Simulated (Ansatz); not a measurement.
Reaction (substitution at a C–C bond): `CC(F)C(F)F` + HCl → `CC(F)Cl` + difluoromethane

Calculated with Ansatz (gas phase, PBE0-D4/def2-TZVP geometries, no zero-point term in ΔE). CCSD(T)/CBS adds triple-zeta CCSD(T) − MP2 to the extrapolated MP2 energy (def2 sets, frozen cores). This one scheme is used for every species. Functionals use def2-TZVPP. B3LYP here is the variant with VWN-RPA as its local correlation; programs differ in this. HSE06 is defined as in plane-wave codes. Each species was taken in one conformer, which may not be the lowest.

`CC(F)C(F)F`:

Cartesian coordinates in Å:
```
C -0.974 -0.838 -0.133
C 0.446 -0.351 -0.226
F 0.854 -0.323 -1.549
C 0.650 1.048 0.325
F 0.473 1.019 1.671
F -0.254 1.911 -0.190
H -1.639 -0.183 -0.695
H -1.044 -1.848 -0.535
H -1.294 -0.854 0.911
H 1.132 -1.014 0.313
H 1.651 1.433 0.108
```

HCl:

Z-matrix (Å, degrees):
```
Cl
H 1 1.279
```

`CC(F)Cl`:

```xyz
8

C     0.406   -0.045    0.696
C    -0.373    0.165   -0.567
F    -1.706    0.010   -0.327
Cl    0.113   -1.001   -1.825
H     1.471    0.095    0.510
H     0.076    0.678    1.445
H     0.240   -1.055    1.073
H    -0.226    1.153   -1.006
```

`FCF`:

Cartesian coordinates in Å:
```
F -0.668 -0.890 0.691
C -0.032 0.048 -0.046
F 1.295 -0.044 0.191
H -0.216 -0.152 -1.105
H -0.378 1.037 0.269
```

```tsv
level	ΔE (kcal/mol)	difference from CCSD(T)/CBS
LDA (SPW92)	8.9	0.5
PBE-D4	6.2	-2.2
revPBE-D4	5.8	-2.6
BLYP-D4	5.7	-2.7
r2SCAN-D4	7.7	-0.7
B97M-V	8.5	0.1
PBE0-D4	7.4	-1.0
B3LYP-D4	6.9	-1.5
r2SCANh-D4	7.9	-0.5
r2SCAN0-D4	8.3	-0.1
HSE06-D4	7.2	-1.2
BHLYP-D4	8.1	-0.3
CAM-B3LYP-D4	8.4	0.0
ωB97X-V	8.3	-0.1
ωB97M-V	8.5	0.1
B2PLYP	7.1	-1.3
PBE-QIDH	8.0	-0.4
PBE	5.7	-2.7
BLYP	4.9	-3.5
r2SCAN	7.5	-0.9
r2SCANh	7.8	-0.6
r2SCAN0	8.1	-0.3
HSE06	6.9	-1.5
BHLYP	7.8	-0.6
CAM-B3LYP	8.0	-0.4
LC-ωPBE	8.5	0.1
RPA@PBE/def2-TZVPP	8.6	0.2
HF/def2-SVP	10.9	2.5
MP2/def2-SVP	11.1	2.7
CCSD/def2-SVP	11.8	3.4
CCSD(T)/def2-SVP	11.7	3.3
HF/def2-TZVPP	7.9	-0.5
MP2/def2-TZVPP	7.9	-0.5
CCSD/def2-TZVPP	9.2	0.8
CCSD(T)/def2-TZVPP	8.9	0.5
HF/def2-QZVPP	7.8	-0.6
MP2/def2-QZVPP	7.6	-0.8
SCS-MP2/def2-QZVPP	7.3	-1.1
HF/CBS(def2)	7.8	-0.6
CCSD/CBS(def2)	8.7	0.3
CCSD(T)/CBS	8.4	0
```

Largest T1 diagnostic among the species: 0.011.

At CCSD(T), def2-SVP lies +3.3 kcal/mol from the extrapolated value and def2-TZVPP +0.5 kcal/mol. Leaving LDA and LC-ωPBE aside and taking each functional with its dispersion term where it has one, the values spread over 2.8 kcal/mol, from BLYP-D4 to B97M-V. LDA lies +3.1 kcal/mol from PBE without D4.
